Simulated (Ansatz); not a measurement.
Ideal-gas functions of CN− (`[C-]#N`) at 500 K and 1 bar, from an Ansatz frequency run at PBE0-D4/def2-TZVPD.

Molar mass 26.02 g/mol, point group C∞v (symmetry number 1), electronic degeneracy 1, moments of inertia 8.847 u Å². Harmonic wavenumbers (cm⁻¹, unscaled): 2162.

Use S(trans) = R[1.5 ln M + 2.5 ln T − 1.1517]; rotational temperatures θ = 24.2544 K / I; S(rot) = R[ln(T/σθ) + 1]; for each mode x = 1.438777 ν̃/T, S = R[x/(eˣ − 1) − ln(1 − e⁻ˣ)] and H = RT x/(eˣ − 1); 1 cm⁻¹ = 0.0119627 kJ/mol; R = 8.31446 J/(mol·K).

**Question.** By hand: the entropy, in J/(mol·K).

**Answer.** Translation 160.2. Rotation: θ = 2.7415 K, giving 51.6. Vibration, mode by mode: 0.12, in all 0.1. Electronic 0.0. Sum 211.9 J/(mol·K).

**Question.** By hand: H − E and G − E in kJ/mol, counted from the electronic energy.

**Answer.** Zero-point energy ½ × 2162 × 0.0119627 = 12.9; thermal vibration 0.1; translation, rotation and pV give 3.5 RT = 14.6. H − E = 27.6 kJ/mol, and G − E = 27.6 − 500 × 211.9/1000 = -78.3 kJ/mol.

Vibration gives 0 % of the entropy; all modes have x over 3 and are hardly excited.
